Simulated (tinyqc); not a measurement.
Inside a calculation. Method: MP2 on RHF in the sto-3g basis, frozen core, for H2F+, spin multiplicity 1. One step of it, computed by the program tinyqc.

Problem. Iteration 1: building the Fock matrix. J_ij = sum D_kl (ij|kl), K_ij = sum D_kl (ik|jl); F = H + J - 0.5 K; E = tr D H + tr D J / 2 - 0.25 tr D K + E_nn.

D at the start:
```
            1F 1s      1F 2s    1F 2px     1F 2py     1F 2pz      2H 1s      3H 1s
1F 1s    2.131645  -0.576096  0.000000  -0.004975  -0.028348   0.071298   0.062544
1F 2s   -0.576096   2.516099  0.000000   0.033522   0.167012  -0.307252  -0.266480
1F 2px   0.000000   0.000000  2.000000   0.000000   0.000000   0.000000   0.000000
1F 2py  -0.004975   0.033522  0.000000   2.296993   0.011709  -0.341640   0.311902
1F 2pz  -0.028348   0.167012  0.000000   0.011709   2.067990  -0.149093  -0.133628
2H 1s    0.071298  -0.307252  0.000000  -0.341640  -0.149093   0.095014  -0.006566
3H 1s    0.062544  -0.266480  0.000000   0.311902  -0.133628  -0.006566   0.078238
```

core Hamiltonian H = T + V (hartree):
```
             1F 1s       1F 2s     1F 2px     1F 2py     1F 2pz      2H 1s      3H 1s
1F 1s   -41.093778   -9.644024   0.000000  -0.001312  -0.012087  -1.811933  -1.581387
1F 2s    -9.644024  -11.567117   0.000000  -0.014475  -0.146902  -3.949177  -3.567011
1F 2px    0.000000    0.000000  -9.199208   0.000000   0.000000   0.000000   0.000000
1F 2py   -0.001312   -0.014475   0.000000  -9.350762  -0.005782  -2.277992   2.102342
1F 2pz   -0.012087   -0.146902   0.000000  -0.005782  -9.241632  -1.243649  -1.150995
2H 1s    -1.811933   -3.949177   0.000000  -2.277992  -1.243649  -5.539499  -1.268451
3H 1s    -1.581387   -3.567011   0.000000   2.102342  -1.150995  -1.268451  -5.306821
```

Two-electron integrals (ij|kl) in chemists' order, unique and non-zero (hartree):
```
(11|11) 5.403501    (21|11) 0.841920    (21|21) 0.156299    (22|11) 1.268028
(22|21) 0.292344    (22|22) 0.926167    (31|31) 0.027998    (32|31) 0.043169
(32|32) 0.204588    (33|11) 1.264502    (33|21) 0.292403    (33|22) 0.925959
(33|33) 0.997514    (41|41) 0.027998    (42|41) 0.043169    (42|42) 0.204588
(43|43) 0.053770    (44|11) 1.264502    (44|21) 0.292403    (44|22) 0.925959
(44|33) 0.889973    (44|44) 0.997514    (51|51) 0.027998    (52|51) 0.043169
(52|52) 0.204588    (53|53) 0.053770    (54|54) 0.053770    (55|11) 1.264502
(55|21) 0.292403    (55|22) 0.925959    (55|33) 0.889973    (55|44) 0.889973
(55|55) 0.997514    (61|11) 0.159482    (61|21) 0.029345    (61|22) 0.054497
(61|33) 0.054415    (61|41) 0.001063    (61|42) 0.001987    (61|44) 0.054613
(61|51) 0.000562    (61|52) 0.001051    (61|54) 0.000105    (61|55) 0.054471
(61|61) 0.005566    (62|11) 0.389834    (62|21) 0.091023    (62|22) 0.320108
(62|33) 0.315523    (62|41) 0.005467    (62|42) 0.042049    (62|44) 0.326032
(62|51) 0.002891    (62|52) 0.022235    (62|54) 0.005557    (62|55) 0.318461
(62|61) 0.017321    (62|62) 0.134332    (63|31) 0.009697    (63|32) 0.056819
(63|43) 0.008928    (63|53) 0.004721    (63|63) 0.020263    (64|11) 0.229111
(64|21) 0.054200    (64|22) 0.204094    (64|33) 0.195267    (64|41) 0.012553
(64|42) 0.082377    (64|44) 0.219683    (64|51) 0.001510    (64|52) 0.013515
(64|54) 0.008190    (64|55) 0.197101    (64|61) 0.010763    (64|62) 0.104971
(64|64) 0.101687    (65|11) 0.121151    (65|21) 0.028660    (65|22) 0.107923
(65|33) 0.103255    (65|41) 0.001510    (65|42) 0.013515    (65|44) 0.106724
(65|51) 0.010495    (65|52) 0.063966    (65|54) 0.010762    (65|55) 0.113667
(65|61) 0.005691    (65|62) 0.055508    (65|64) 0.043056    (65|65) 0.043031
(66|11) 0.529574    (66|21) 0.125688    (66|22) 0.508691    (66|33) 0.490944
(66|41) 0.009841    (66|42) 0.105486    (66|44) 0.532082    (66|51) 0.005204
(66|52) 0.055780    (66|54) 0.021753    (66|55) 0.502447    (66|61) 0.024090
(66|62) 0.268859    (66|64) 0.244029    (66|65) 0.129040    (66|66) 0.774606
(71|11) 0.138980    (71|21) 0.025583    (71|22) 0.047546    (71|33) 0.047473
(71|41) -0.000929   (71|42) -0.001741   (71|44) 0.047649    (71|51) 0.000492
(71|52) 0.000922    (71|54) -0.000093   (71|55) 0.047522    (71|61) 0.004779
(71|62) 0.014638    (71|64) 0.008334    (71|65) 0.004815    (71|66) 0.020139
(71|71) 0.004231    (72|11) 0.350667    (72|21) 0.081927    (72|22) 0.289420
(72|33) 0.285195    (72|41) -0.004937   (72|42) -0.038459   (72|44) 0.294875
(72|51) 0.002614    (72|52) 0.020360    (72|54) -0.005125   (72|55) 0.287908
(72|61) 0.015101    (72|62) 0.098191    (72|64) 0.052692    (72|65) 0.039400
(72|66) 0.160061    (72|71) 0.013605    (72|72) 0.111164    (73|31) 0.008592
(73|32) 0.050851    (73|43) -0.008105   (73|53) 0.004291    (73|63) 0.014152
(73|73) 0.016508    (74|11) -0.210415   (74|21) -0.049792   (74|22) -0.188292
(74|33) -0.180229   (74|41) 0.011216    (74|42) 0.074588    (74|44) -0.202503
(74|51) -0.001389   (74|52) -0.012567   (74|54) 0.007501    (74|55) -0.181929
(74|61) -0.008791   (74|62) -0.054237   (74|64) -0.015375   (74|65) -0.021301
(74|66) -0.079664   (74|71) -0.008618   (74|72) -0.088679   (74|74) 0.086713
(75|11) 0.111396    (75|21) 0.026360    (75|22) 0.099684    (75|33) 0.095416
(75|41) -0.001389   (75|42) -0.012567   (75|44) 0.098625    (75|51) 0.009328
(75|52) 0.057504    (75|54) -0.009805   (75|55) 0.104897    (75|61) 0.005067
(75|62) 0.039999    (75|64) 0.021043    (75|65) 0.030002    (75|66) 0.071923
(75|71) 0.004562    (75|72) 0.046948    (75|74) -0.037167   (75|75) 0.036185
(76|11) 0.116613    (76|21) 0.027476    (76|22) 0.104988    (76|33) 0.103275
(76|41) -0.000031   (76|42) -0.000370   (76|44) 0.105621    (76|51) 0.001424
(76|52) 0.013143    (76|54) -0.000072   (76|55) 0.105956    (76|61) 0.005159
(76|62) 0.042826    (76|64) 0.029062    (76|65) 0.020238    (76|66) 0.088349
(76|71) 0.004505    (76|72) 0.039354    (76|74) -0.027630   (76|75) 0.018942
(76|76) 0.016813    (77|11) 0.503860    (77|21) 0.119651    (77|22) 0.487433
(77|33) 0.470726    (77|41) -0.009092   (77|42) -0.099665   (77|44) 0.509437
(77|51) 0.004813    (77|52) 0.052764    (77|54) -0.020494   (77|55) 0.481576
(77|61) 0.021983    (77|62) 0.170033    (77|64) 0.082378    (77|65) 0.075125
(77|66) 0.299499    (77|71) 0.019999    (77|72) 0.239574    (77|74) -0.222067
(77|75) 0.117565    (77|76) 0.088349    (77|77) 0.774606
```

nuclear repulsion = 9.92098306 hartree

Give: Coulomb J; exchange K; Fock matrix F; total energy of this density.

Solution.

Coulomb J (hartree):
```
          1F 1s    1F 2s   1F 2px   1F 2py   1F 2pz   2H 1s    3H 1s
1F 1s   21.1355   4.0563   0.0000   0.0005   0.0031  0.7614   0.6639
1F 2s    4.0563  10.0223   0.0000  -0.0002  -0.0006  3.3551   3.0305
1F 2px   0.0000   0.0000  10.0159   0.0000   0.0000  0.0000   0.0000
1F 2py   0.0005  -0.0002   0.0000  10.0107  -0.0005  2.0939  -1.9312
1F 2pz   0.0031  -0.0006   0.0000  -0.0005  10.0139  1.1060   1.0211
2H 1s    0.7614   3.3551   0.0000   2.0939   1.1060  5.1101   1.0745
3H 1s    0.6639   3.0305   0.0000  -1.9312   1.0211  1.0745   4.8931
```

exchange K (hartree):
```
          1F 1s   1F 2s  1F 2px   1F 2py   1F 2pz   2H 1s    3H 1s
1F 1s   11.1274  1.9555  0.0000   0.0002   0.0012  0.3863   0.3377
1F 2s    1.9555  3.2565  0.0000   0.0001   0.0046  0.9577   0.8612
1F 2px   0.0000  0.0000  2.6842   0.0000   0.0000  0.0000   0.0000
1F 2py   0.0002  0.0001  0.0000   2.6833  -0.0009  0.4433  -0.4078
1F 2pz   0.0012  0.0046  0.0000  -0.0009   2.6824  0.2342   0.2149
2H 1s    0.3863  0.9577  0.0000   0.4433   0.2342  0.4164   0.2147
3H 1s    0.3377  0.8612  0.0000  -0.4078   0.2149  0.2147   0.3444
```

Fock matrix F (hartree):
```
           1F 1s    1F 2s   1F 2px   1F 2py   1F 2pz    2H 1s    3H 1s
1F 1s   -25.5220  -6.5654   0.0000  -0.0009  -0.0096  -1.2437  -1.0863
1F 2s    -6.5654  -3.1731   0.0000  -0.0147  -0.1498  -1.0729  -0.9671
1F 2px    0.0000   0.0000  -0.5254   0.0000   0.0000   0.0000   0.0000
1F 2py   -0.0009  -0.0147   0.0000  -0.6817  -0.0058  -0.4057   0.3750
1F 2pz   -0.0096  -0.1498   0.0000  -0.0058  -0.5689  -0.2547  -0.2373
2H 1s    -1.2437  -1.0729   0.0000  -0.4057  -0.2547  -0.6376  -0.3012
3H 1s    -1.0863  -0.9671   0.0000   0.3750  -0.2373  -0.3012  -0.5859
```

total energy of this density = -97.774848 hartree
